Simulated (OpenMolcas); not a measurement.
# One shape, several levels: [SiH3]− (SMILES [SiH3-])

Aim: a comparison of 6 runs (B2PLYP/STO-3G, M06-2X/STO-3G, SVWN5/STO-3G, r2SCAN/STO-3G, MP2/STO-3G, ACPF/STO-3G) of [SiH3]−. 

Program for the calculation: OpenMolcas 26.06.

### 1 The molecule

[SiH3]− has 4 atoms, charge -1, and is taken as a singlet. As SMILES, `[SiH3-]`. The Si1–H4 distance was set to 1.932 Å, away from the relaxed value.

Bond lengths: Si1–H2 1.546 Å, Si1–H3 1.546 Å. Angles: H2–Si1–H3 94.1°. A long bond or contact: Si1–H4 1.932 Å.

### 2 The energy at B2PLYP/STO-3G (run 1)

mol.inp

```
&GATEWAY
  BasLib = $CurrDir
  Coord
  4
  angstrom
  Si       0.841541      -0.241403      -0.153192
  H        0.728441       0.431597       1.233608
  H        0.003341      -1.474403       0.254508
  H       -0.667800       0.712200      -0.891800
  Basis = STO-3G
  Group = NoSym

&SEWARD
  GridInput
  Grid=UltraFine
  End of Grid

&SCF
  Charge = -1
  KSDFT = B2PLYP_SCF
  Thresholds = 1e-10 1e-07 1e-07 1e-05
  PrOrbitals = 1 1

&MBPT2
  Frozen = 5
```

The basis set STO-3G is read from a file made from the Basis Set Exchange's data (not shown).

On the command line:

```bash
export MOLCAS_MEM=1860
pymolcas mol.inp > mol.log
```

Standard output:

```text
--- Start Module: gateway ---
[...]
--- Stop Module: gateway /rc=_RC_ALL_IS_WELL_ ---
[...]
      Basis functions           12
[...]
--- Start Module: scf ---
[...]
       Convergence after  11 Iterations
[...]
::    Total KS-DFT energy                            -287.4937006989
[...]
      Total spin, S                                     0.0000000000
[...]
      Total electronic charge=   18.000000
      Total            charge=   -1.000000
[...]
      Dipole Moment (debye):
      Origin of the operator (angstrom)=    0.7615   -0.2286   -0.1189
                   X=  1.9015E+00               Y= -8.1716E-01               Z=  1.8285E-01           Total=  2.0777E+00
      Center of Charge (angstrom)
[...]
--- Stop Module: scf /rc=_RC_ALL_IS_WELL_ ---
[...]
--- Start Module: mbpt2 ---
[...]
 ###    WARNING: MP2 implementation intended for RHF references only         ###
 ###############################################################################
MBPT2 WARNING: Reference function according to RunFile:KS-DFT
I'll assume you know what you're doing and continue
WARNING!
Default frozen orbitals as non valence orbitals is overwritten by user input.
Default values:   2
[...]
       Reference weight ( Cref**2 )         =        0.95103
::    Total MBPT2 energy                             -287.5550159758
[...]
      Total MBPT2 calculations                           0.03      0.04
--- Stop Module: mbpt2 /rc=_RC_ALL_IS_WELL_ ---
[...]
```

Run time: 3.6 s. Hardware: 1 thread of Arm Neoverse V1, shared host; peak memory 0.37 GiB.

### 3 The energy at M06-2X/STO-3G (run 2)

mol.input

```
>>> EXPORT MOLCAS_PRINT=2
&GATEWAY
BASLIB=$CurrDir
COORD
4
angstrom
Si       0.841541      -0.241403      -0.153192
H        0.728441       0.431597       1.233608
H        0.003341      -1.474403       0.254508
H       -0.667800       0.712200      -0.891800
BASIS=STO-3G
GROUP=NoSym
&SEWARD
GRIDINPUT
Grid=UltraFine
End of Grid
&SCF
CHARGE=-1
KSDFT=M062X
THRESHOLDS=1e-10 1e-07 1e-07 1e-05
PRORBITALS=1 1
```

The basis set STO-3G is read from a file made from the Basis Set Exchange's data (not shown).

On the command line:

```bash
export MOLCAS_MEM=1860
pymolcas mol.input > mol.log
```

Standard output:

```text
--- Start Module: gateway ---
[...]
--- Stop Module: gateway /rc=_RC_ALL_IS_WELL_ ---
--- Start Module: seward ---
[...]
      Basis functions           12
--- Stop Module: seward /rc=_RC_ALL_IS_WELL_ ---
--- Start Module: scf ---
[...]
       Convergence after  12 Iterations
[...]
::    Total KS-DFT energy                            -287.6776566452
[...]
      Total spin, S                                     0.0000000000
[...]
      Total electronic charge=   18.000000
      Total            charge=   -1.000000
[...]
      Dipole Moment (debye):
      Origin of the operator (angstrom)=    0.7615   -0.2286   -0.1189
                   X=  1.8319E+00               Y= -7.7785E-01               Z=  1.5789E-01           Total=  1.9965E+00
      Center of Charge (angstrom)
[...]
--- Stop Module: scf /rc=_RC_ALL_IS_WELL_ ---
[...]
```

Run time: 4.5 s. Hardware: 1 thread of Arm Neoverse V1, shared host; peak memory 0.37 GiB.

### 4 The energy at SVWN5/STO-3G (run 3)

mol.inp

```
&GATEWAY
  BASLIB
  $CurrDir
  COORD
  4
  angstrom
  Si       0.841541      -0.241403      -0.153192
  H        0.728441       0.431597       1.233608
  H        0.003341      -1.474403       0.254508
  H       -0.667800       0.712200      -0.891800
  BASIS
  STO-3G
  GROUP
  NoSym

&SEWARD
  GRIDINPUT
  Grid=UltraFine
  End of Grid

&SCF
  CHARGE
  -1
  KSDFT
  SVWN5
  THRESHOLDS
  1e-10 1e-07 1e-07 1e-05
  PRORBITALS
  1 1
```

The basis set STO-3G is read from a file made from the Basis Set Exchange's data (not shown).

On the command line:

```bash
export MOLCAS_MEM=1860
pymolcas mol.inp > mol.log
```

Standard output:

```text
--- Start Module: gateway ---
[...]
--- Stop Module: gateway /rc=_RC_ALL_IS_WELL_ ---
--- Start Module: seward ---
[...]
      Basis functions           12
--- Stop Module: seward /rc=_RC_ALL_IS_WELL_ ---
--- Start Module: scf ---
[...]
       Convergence after  14 Iterations
[...]
::    Total KS-DFT energy                            -286.4379286375
[...]
      Total spin, S                                     0.0000000000
[...]
      Total electronic charge=   18.000000
      Total            charge=   -1.000000
[...]
      Dipole Moment (debye):
      Origin of the operator (angstrom)=    0.7615   -0.2286   -0.1189
                   X=  1.4297E+00               Y= -6.8729E-01               Z=  2.7942E-01           Total=  1.6108E+00
      Center of Charge (angstrom)
[...]
--- Stop Module: scf /rc=_RC_ALL_IS_WELL_ ---
[...]
```

Wall time 3.6 s (1 thread of Arm Neoverse V1, shared host); peak memory 0.37 GiB.

Runs 4 to 5 aren't shown in full; the table further down has their settings and results.

### 5 A single-point energy at ACPF/STO-3G (run 6)

mol.input

```
&GATEWAY
  BasLib=$CurrDir
  Coord
  4
  angstrom
  Si       0.841541      -0.241403      -0.153192
  H        0.728441       0.431597       1.233608
  H        0.003341      -1.474403       0.254508
  H       -0.667800       0.712200      -0.891800
  Basis=STO-3G
  Group=NoSym

&SEWARD

&SCF
  Charge=-1
  Thresholds=1e-10 1e-07 1e-07 1e-05
  PrOrbitals=1 1

&MOTRA
  Frozen=5

&GUGA
  Electrons=8
  Spin=1
  Inactive=4
  Active=0
  CIAll=1

&CPF
  ACPF
```

The basis set STO-3G is read from a file made from the Basis Set Exchange's data (not shown).

On the command line:

```bash
export MOLCAS_MEM=1860
pymolcas mol.input > mol.log
```

Standard output:

```text
--- Start Module: gateway ---
[...]
--- Stop Module: gateway /rc=_RC_ALL_IS_WELL_ ---
[...]
      Basis functions           12
[...]
       Convergence after  12 Iterations
[...]
::    Total SCF energy                               -287.0474656305
[...]
      Total spin, S                                     0.0000000000
[...]
      *** WARNING: Default frozen orbitals is overwritten by user input.
      *** Default values:   2
[...]
--- Start Module: guga ---
[...]
--- Stop Module: guga /rc=_RC_ALL_IS_WELL_ ---
--- Start Module: cpf ---
[...]
      Active orbitals                            0       0
[...]
      Spin quantum number                      0.0
[...]
     FINAL ACPF ENERGY        -287.11631606
     FINAL CORRELATION ENERGY   -0.06885043  REFERENCE ENERGY    -287.04746563
[...]
      Title:  ACPF natural orbitals
[...]
      Total electronic charge=   18.000000
      Total            charge=   -1.000000
[...]
      Dipole Moment (debye):
      Origin of the operator (angstrom)=    0.7615   -0.2286   -0.1189
                   X=  1.5954E+00               Y= -6.5157E-01               Z=  8.7212E-02           Total=  1.7255E+00
      Quadrupole Moment (debye*angstrom):
[...]
--- Stop Module: cpf /rc=_RC_ALL_IS_WELL_ ---
[...]
```

Wall time 1.8 s (1 thread of Arm Neoverse V1, shared host); peak memory 0.37 GiB.

### 6 All runs side by side

```
run          level  frozen core orbitals  integration grid  energy (Eh)  HOMO energy (eV)  LUMO energy (eV)  HOMO–LUMO gap (eV)  wall time
  1  B2PLYP/STO-3G                     5         UltraFine  -287.510256              4.59             15.70               11.12      3.6 s
  2  M06-2X/STO-3G                     –         UltraFine  -287.677657              4.55             15.06               10.52      4.5 s
  3   SVWN5/STO-3G                     –         UltraFine  -286.437929              7.28             13.17                5.89      3.6 s
  4  r2SCAN/STO-3G                     –         UltraFine  -287.653181              6.70             13.22                6.52      4.8 s
  5     MP2/STO-3G                     5                 –  -287.092499              2.72             18.48               15.76      1.7 s
  6    ACPF/STO-3G                     5                 –  -287.116316              2.72             18.48               15.76      1.8 s
```

### 7 Results

| quantity | value |
| --- | --- |
| run 6: total energy | -287.11632 Eh |
| run 6: HOMO energy (Hartree–Fock orbitals) | 2.72 eV |
| run 6: LUMO energy (Hartree–Fock orbitals) | 18.48 eV |
| run 6: HOMO–LUMO gap (to an unbound level, set by the basis) | 15.76 eV |
| run 6: correlation energy (5 core orbitals frozen) | -68.9 mEh |

In words: Over runs 1, 2, 3, 4 the HOMO–LUMO gap runs from 5.89 eV (SVWN5/STO-3G) to 11.12 eV (B2PLYP/STO-3G). The empty levels of an anion lie above zero and hang on the basis. A double hybrid's value is that of its SCF part. For B2PLYP the log adds the whole second-order term; the table takes 0.27 of it, as the functional is defined. Totals of different functionals can't be ranked against each other. In runs 1, 2, 3, 4, 5, 6 the HOMO lies above zero, so the outermost electron may be held by the basis alone. In runs 1, 2, 3, 4, 5, 6 the basis is minimal, so the values are rough. All runs together took 20 s, the longest 4.8 s.
